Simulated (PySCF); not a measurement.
trimethylamine (C3H9N), SMILES CN(C)C.

Geometry: B3LYP-D3(BJ)/def2-SVP.

Level of theory: PySCF with PBE/def2-TZVP.

Symmetry labels are those of the subgroup Cs that the program uses (full group C3v).

Question: List the valence orbital energies around the gap with their symmetry. (The exact figures need the calculation; the answer reports its results.)

Answer: 
| orbital | symmetry | energy (eV) |
|---|---|---|
| HOMO−7 | A' | -11.42 |
| HOMO−6 | A' | -11.23 |
| HOMO−5 | A" | -9.37 |
| HOMO−4 | A' | -9.37 |
| HOMO−3 | A" | -8.74 |
| HOMO−2 | A' | -8.70 |
| HOMO−1 | A" | -8.70 |
| HOMO | A' | -4.74 |
| LUMO | A' | 0.35 |
| LUMO+1 | A" | 1.71 |
| LUMO+2 | A' | 1.71 |
| LUMO+3 | A' | 2.04 |
